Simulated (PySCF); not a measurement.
Compound: C3F3 (charge -1).
SMILES with atom numbers: `[C-:1]#[C:2][C:3]([F:4])([F:5])[F:6]`

The closed-shell ground state was solved at several levels (PySCF, density fitting, gas phase, non-relativistic). Geometry: GFN2-xTB; no solvent, vibrations or thermal averaging. No diffuse functions stand in pcSseg-1, which bears on an anion's orbital energies.

```json
{"level": "PBE0/def2-SVPD", "basis functions": "129", "total energy (Eh)": "-413.0832", "HOMO (eV)": "-2.16", "LUMO (eV)": "4.82", "gap (eV)": "6.98"}
{"level": "PBE0/pcSseg-1", "basis functions": "102", "total energy (Eh)": "-413.3359", "HOMO (eV)": "-1.84", "LUMO (eV)": "5.87", "gap (eV)": "7.71"}
```

Question: Estimate the row for B3LYP/def2-SVPD, a basis of 129 functions; the other rows only guide the guess.

Answer: Total energy -413.5070 Eh, HOMO -1.95 eV, LUMO 4.52 eV, gap 6.47 eV.

Question: Over all these levels, which gives the widest orbital gap and which the narrowest?

Answer: PBE0/pcSseg-1 (global hybrid, 25 % exact exchange) has the widest, 7.71 eV, and B3LYP/def2-SVPD (global hybrid, 20 % exact exchange) the narrowest, 6.47 eV. Functional and basis both differ between the two, so the spread mixes both effects.
